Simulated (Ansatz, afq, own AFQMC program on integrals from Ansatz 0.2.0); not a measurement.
**CH4GaO, doublet in def2-SVP, levels against AFQMC with the constraint released**

```
atom   x (Å)    y (Å)    z (Å)
  Ga  0.4384  -0.3469   0.8154
   O  0.6014  -0.2466  -0.9670
   C  1.6842  -0.6972  -1.7254
   H  1.6725  -1.0253   1.6014
   H  2.4978  -1.1420  -1.1179
   H  1.3568  -1.4648  -2.4503
   H  2.1231   0.1350  -2.3055
```

Basis def2-SVP. Noble-gas cores (and the filled d shells of Ga–Kr and In–Xe) are frozen. Integrals, coupled cluster, full CI and functionals: Ansatz 0.2.0; the random walks run on the same integrals in our own AFQMC program. The CISD trial takes its coefficients from CCSD amplitudes. Released means that phaseless walkers are propagated on without the constraint, phases kept. Error bars are statistical, one sigma. No spin–orbit coupling.

Determinant: UHF, the one that the program's search chose, which needn't be the lowest solution. The geometry is a PBE0/def2-SVP stationary point of this or a neighbouring charge and spin state.

No full CI on the walks' own integrals is used here. The released AFQMC energy serves as the reference, which it does only where one determinant dominates, the energy is flat over the last release times and near the phaseless one (40 meV or 2 meV an electron, half that with transition metals). On small molecules, where full CI could be run and the noise was under 10 meV, such values lay within 10 meV of it in 19 cases of 20, a flattering rate, since the rule was set on those same cases; what remains of the bias isn't in the error bar.

Cautions: no relativity below Rb; no spin-orbit coupling; inner d shell frozen; the released value is read at 0.99 1/Eh, later times being too noisy (meV from the phaseless value at times in 1/Eh: 6 ± 9 at 0.24, 4 ± 9 at 0.51, 2 ± 8 at 0.99, 60 ± 78 at 1.50).

* T1 diagnostic: 0.0182
* weight of the determinant in the CISD state: 0.858
* ⟨S²⟩ of the determinant: 0.759
* size of the correlated space: 17 electrons in 64 orbitals

```json
{"level": "MP2", "correlation energy (eV)": "-10.3498"}
{"level": "CCSD", "correlation energy (eV)": "-11.1549"}
{"level": "CCSD(T)", "correlation energy (eV)": "-11.4444"}
```

(1) Estimate where phaseless AFQMC with a CISD trial lies against CCSD(T) on the same integrals.

(1) 0.95 ± 0.16 kcal/mol below CCSD(T).

Reference: AFQMC with the constraint released, correlation energy -11.484 ± 0.008 eV.

```tsv
level	E − E(reference) (kcal/mol)	share of correlation (%)
CCSD(T)	0.91 ± 0.18	99.66
ph-AFQMC/CISD	-0.04 ± 0.24	100.02
```

Released energies are given only where the last usable release times agree within the noise; a slower fall can still hide under it.
